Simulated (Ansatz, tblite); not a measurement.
# The cluster Si2Ge: one state, many levels

Aim: run the singlet of the cluster Si2Ge at one geometry on many levels, and compare frontier levels, spin and run time.

Method: as each input shows; program: Ansatz 0.2.0, Gaussian basis.

The runs, in order: GFN1-xTB, GFN2-xTB, PBE-D4/def2-TZVP, r2SCAN-D4/def2-TZVP, BLYP-D4/def2-TZVP, B2PLYP/def2-TZVP, ωB97M-V/def2-TZVP, LC-ωPBE/def2-TZVP, HSE06-D4/def2-TZVP, PBE+5HF/def2-TZVP, PBE+10HF/def2-TZVP, PBE+15HF/def2-TZVP, PBE+35HF/def2-TZVP, PBE+50HF/def2-TZVP, PBE-D4/def2-SVP, PBE0-D4/def2-SVP, PBE0-D4/def2-TZVPD, PBE-D4/def2-TZVPD, r2SCAN-D4/def2-TZVPD, CCSD(T)/def2-TZVPP, MP2/def2-TZVP, RPA/def2-TZVP, CCSD(T)/def2-TZVPD.

### 1 The structure

The singlet was relaxed beforehand with PBE0-D4/def2-TZVP. At that level it is the lowest of the isomers that a small search found.

3 atoms, charge 0, spin multiplicity 1.

Bond lengths: Si1–Si2 2.172 Å, Si1–Ge3 2.237 Å. Angles: Si2–Si1–Ge3 81.2°.

PBE0-D4/def2-TZVP was run before; its log isn't repeated, and its numbers join the tables.

### 2 GFN1-xTB

Tight binding, by tblite at 300 K electronic temperature and without a spin-polarisation term:

```python
tblite.interface.Calculator('GFN1-xTB', numbers, positions, charge=0, uhf=0).singlepoint()
```

Energy -140.1729 eV, HOMO -9.47 eV, LUMO -8.54 eV; 0.003 s.

### 3 GFN2-xTB

Tight binding, by tblite at 300 K electronic temperature and without a spin-polarisation term:

```python
tblite.interface.Calculator('GFN2-xTB', numbers, positions, charge=0, uhf=0).singlepoint()
```

Energy -142.7325 eV, HOMO -6.54 eV, LUMO -5.69 eV; 0.004 s.

### 4 PBE-D4/def2-TZVP

start.molden holds the orbitals of an earlier run on this state, given as this run's starting guess.

The input, in.yaml:

```yaml
crystal:
  periodic: [false, false, false]
  atoms:
    - {symbol: Si, position_ang: [-0.033733, 0.088169, 1.112147]}
    - {symbol: Si, position_ang: [0.819200, 1.144694, -0.583174]}
    - {symbol: Ge, position_ang: [-0.785467, -1.232874, -0.528973]}
basis:
  gaussian: {orbitals: def2-TZVP, initial_orbitals: start.molden}
hamiltonian: {xc: pbe, dispersion: d4}
scf: {omitted_lower_state_checks: [starts]}
output: {orbitals: {seedname: orbitals}}
```

Command:

```console
$ ansatz run in.yaml --threads 4 --pin off --events-out ev --progress --plain --max-ram 3916MiB
```

The runs that follow: r2SCAN-D4/def2-TZVP; BLYP-D4/def2-TZVP; B2PLYP/def2-TZVP; ωB97M-V/def2-TZVP; LC-ωPBE/def2-TZVP; HSE06-D4/def2-TZVP; PBE+5HF/def2-TZVP; PBE+10HF/def2-TZVP; PBE+15HF/def2-TZVP; PBE+35HF/def2-TZVP; PBE+50HF/def2-TZVP; PBE-D4/def2-SVP; PBE0-D4/def2-SVP; PBE0-D4/def2-TZVPD; PBE-D4/def2-TZVPD; r2SCAN-D4/def2-TZVPD; CCSD(T)/def2-TZVPP; MP2/def2-TZVP; RPA/def2-TZVP; CCSD(T)/def2-TZVPD.

Q: Predict the results of all the runs planned. Wanted: gap in def2-TZVP, named functionals, smallest and largest; gap over the share of exact exchange; correlation energy, CCSD(T)/def2-TZVPP; correlation energy, MP2/def2-TZVP; correlation energy, CCSD(T)/def2-TZVPD; binding an atom, functionals in def2-TZVP; PBE0 total energy, smallest basis above largest.

As calculated:

```
                                                 quantity                                value
gap in def2-TZVP, named functionals, smallest and largest  1.06 eV (PBE-D4), 6.84 eV (LC-ωPBE)
                     gap over the share of exact exchange         1.06 eV at 0, 4.19 eV at 0.5
                   correlation energy, CCSD(T)/def2-TZVPP                            -13.17 eV
                        correlation energy, MP2/def2-TZVP                            -11.87 eV
                   correlation energy, CCSD(T)/def2-TZVPD                            -13.15 eV
                binding an atom, functionals in def2-TZVP   2.09 (LC-ωPBE) to 2.57 eV (PBE-D4)
          PBE0 total energy, smallest basis above largest      12.51 eV (def2-SVP, def2-TZVPD)
```

**Reading.** Over the named functionals in def2-TZVP the gap runs from 1.06 eV (PBE-D4) to 6.84 eV (LC-ωPBE); exact exchange widens it. Raising the share of exact exchange from 0 to 0.5 moves the HOMO by -1.83 eV and the LUMO by +1.31 eV. Notes on CCSD(T)/def2-TZVPP: large T1 diagnostic.
